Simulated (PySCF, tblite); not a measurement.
# K+ and 5 × water

A gas-phase complex of K+ and 5 × water; charge +1, singlet. The structure comes from a short search (6 tight-binding starts) and was relaxed by PBE0-D3(BJ)/def2-SVPD; another way of binding may lie lower. No frequency run checks that it is a minimum.

Parts: 1 = K+ ([K+]), atoms 1, charge +1; 2 = water (O), atoms 2–4; 3 = water (O), atoms 5–7; 4 = water (O), atoms 8–10; 5 = water (O), atoms 11–13; 6 = water (O), atoms 14–16.

```xyz
16

K    -0.162    0.847    0.039
O    -1.055    1.778   -2.283
H    -1.894    1.821   -2.748
H    -0.418    2.261   -2.834
O    -0.889    1.975    2.380
H    -1.751    1.947    2.807
H    -0.351    2.540    2.944
O     1.987    1.971   -1.053
H     1.860    2.399   -1.915
H     2.924    2.048   -0.855
O     1.140    3.091   -3.533
H     1.489    2.745   -4.362
H     1.127    4.050   -3.632
O    -0.477   -1.807    0.376
H    -0.343   -2.319    1.179
H    -0.714   -2.454   -0.296
```
Atom numbers follow the order of the file, from 1.

Contacts between parts, classed by geometry: H4···O11 1.899 Å (hydrogen bond, 165°); H9···O11 1.901 Å (hydrogen bond, 165°); K1···O2 2.657 Å (ion contact); K1···O8 2.660 Å (ion contact); K1···O14 2.694 Å (ion contact); K1···O5 2.698 Å (ion contact).

Interaction energies are complex less parts, with the parts frozen as they stand in it; counterpoise-corrected, in kcal/mol (PySCF).

(1) Give the interaction energy at each level run.

(2) What holds them together? Decompose the wB97M-D3(BJ)/def2-SVPD energy: frozen parts, their antisymmetrised product, then relaxation.

The parts were also relaxed and run alone, at the levels used for the complex: shieldings by PBE0/pcSseg-1; core levels by delta-SCF with SCAN, pcX-2 on the ionised atom and pcseg-1 elsewhere, spin-free X2C.

Values alone: O2–H4 bond (Å): 0.961; shielding of H4 (ppm): 30.93; shielding of O11 (ppm): 335.3; shielding of H9 (ppm): 30.93; shielding of O2 (ppm): 335.3; O2 1s core level (eV): 539.76; O8 1s core level (eV): 539.76; O11 1s core level (eV): 539.76.

(3) What does binding change?

Answers

(1) 
| level | interaction | superposition error removed |
| --- | --- | --- |
| wB97M-D3(BJ)/def2-SVPD | -72.95 | -3.46 |
| PBE0-D3(BJ)/def2-SVPD | -74.62 | -3.71 |

(2) electrostatic -88.5, Pauli repulsion +37.6, orbital relaxation -21.6, dispersion correction -3.9 kcal/mol, which sum to the value before the counterpoise correction; the Pauli term holds the exchange-correlation of the frozen density too. Of the attraction, 78 % is electrostatic, 19 % is orbital relaxation, 3 % is dispersion correction.

(3) 
```csv
property,alone,in the complex,change
O2–H4 bond (Å),0.961,0.971,+0.010
shielding of H4 (ppm),30.93,26.97,-3.95
shielding of O11 (ppm),335.3,320.0,-15.3
shielding of H9 (ppm),30.93,26.99,-3.93
shielding of O2 (ppm),335.3,334.8,-0.5
O2 1s core level (eV),539.76,542.63,+2.87
O8 1s core level (eV),539.76,542.62,+2.87
O11 1s core level (eV),539.76,543.95,+4.20
```

The 4 runs behind this took 2.7 min in all, one thread each of AMD EPYC 9R45 96-Core on a shared host, launched as `OMP_NUM_THREADS=1 python cluster_run.py task.json out`.
